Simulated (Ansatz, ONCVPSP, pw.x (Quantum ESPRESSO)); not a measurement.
**pw.x on fcc Pb: one setting changed**

Potential: optimised norm-conserving Vanderbilt (ONCV), ONCVPSP 4.0.1.1 (patched build), PBE; core [Kr] 4d10 4f14, reference 5s2 5p6 5d10 6s2 6p2; waves: 5s+6s: rc 1.25 bohr, ncon 4, nbas 7, qcut 9.6 1/bohr, 2 projectors; 5p+6p: rc 1.55 bohr, ncon 4, nbas 7, qcut 9.6 1/bohr, 3 projectors, debl 3.2 Ha; 5d: rc 1.50 bohr, ncon 3, nbas 7, qcut 9.6 1/bohr, 2 projectors, debl 0.9 Ha; local part: polynomial inside 1.10 bohr (lpopt 5, dvloc0 1 Ha); core correction: Teter function, fcfact 3.5, rcfact 1.3.

The reference run (k-mesh 11³, cutoffs 100/400 Ry, Fermi–Dirac 0.01 Ry, mixing_beta 0.4, conv_thr 1e-9, no spin) gives -0.12 GPa at 32.023 Å³/atom, where all-electron LAPW gives -0.05 GPa. This run, with its own iteration cap, changes mixing_beta to 0.1.

```
&control
  calculation='scf', prefix='x', pseudo_dir='./', outdir='./tmp', tstress=.true., disk_io='none'
/
&system
  ibrav=0, nat=1, ntyp=1, ecutwfc=100, ecutrho=400, nbnd=20,
  occupations='smearing', smearing='fd', degauss=0.01
/
&electrons
  conv_thr=1e-09, mixing_beta=0.1, electron_maxstep=50
/
ATOMIC_SPECIES
Pb 1.0 Pb.UPF
CELL_PARAMETERS angstrom
  0.00000000 2.52044567 2.52044567
  2.52044567 0.00000000 2.52044567
  2.52044567 2.52044567 0.00000000
ATOMIC_POSITIONS crystal
Pb 0.0000 0.0000 0.0000
K_POINTS automatic
11 11 11 0 0 0
```

```bash
pw.x < Pb.scf.in > Pb.scf.out
```

How does the run end?

It converges in 9 iterations; the free energy moves by +0.0 meV/atom and the pressure by +0.01 GPa. The result is that of the reference run.

```
Message from routine setup:
     using ibrav=0 with symmetry is DISCOURAGED, use correct ibrav instead
     lattice parameter (alat)  =       6.7358  a.u.
     unit-cell volume          =     216.1019 (a.u.)^3
     number of electrons       =        22.00
     number of Kohn-Sham states=           20
     kinetic-energy cutoff     =     100.0000  Ry
     charge density cutoff     =     400.0000  Ry
     scf convergence threshold =      1.0E-09
     Exchange-correlation= PBE
     number of k points=    56  Fermi-Dirac smearing, width (Ry)=  0.0100
     iteration #  1     ecut=   100.00 Ry     beta= 0.10
     total energy              =    -402.83005336 Ry
     estimated scf accuracy    <       0.00236213 Ry
     iteration #  2     ecut=   100.00 Ry     beta= 0.10
     total energy              =    -402.82924990 Ry
     estimated scf accuracy    <       0.00164460 Ry
     iteration #  3     ecut=   100.00 Ry     beta= 0.10
     total energy              =    -402.82954016 Ry
     estimated scf accuracy    <       0.00013023 Ry
     iteration #  4     ecut=   100.00 Ry     beta= 0.10
     total energy              =    -402.82955460 Ry
     estimated scf accuracy    <       0.00001598 Ry
     iteration #  5     ecut=   100.00 Ry     beta= 0.10
     total energy              =    -402.82955408 Ry
     estimated scf accuracy    <       0.00000323 Ry
     iteration #  6     ecut=   100.00 Ry     beta= 0.10
     total energy              =    -402.82955483 Ry
     estimated scf accuracy    <       0.00000033 Ry
     iteration #  7     ecut=   100.00 Ry     beta= 0.10
     total energy              =    -402.82955493 Ry
     estimated scf accuracy    <       0.00000001 Ry
     iteration #  8     ecut=   100.00 Ry     beta= 0.10
     total energy              =    -402.82955493 Ry
     estimated scf accuracy    <          3.9E-09 Ry
     iteration #  9     ecut=   100.00 Ry     beta= 0.10
     the Fermi energy is    12.6002 ev
!    total energy              =    -402.82955493 Ry
     estimated scf accuracy    <          7.0E-12 Ry
     smearing contrib. (-TS)   =      -0.00232445 Ry
     The total energy is F=E-TS. E is the sum of the following terms:
     one-electron contribution =    -235.38475883 Ry
     hartree contribution      =     114.96132846 Ry
     xc contribution           =     -49.45234156 Ry
     ewald contribution        =    -232.95145854 Ry
     convergence has been achieved in   9 iterations
          total   stress  (Ry/bohr**3)                   (kbar)     P=       -1.05
     Message from routine punch:
     Nothing written, as per user request (disk_io='none')
```

The run took about 2.5 min on one core of a shared host (Neoverse-N1, 64 threads, 124 GiB, load 61).
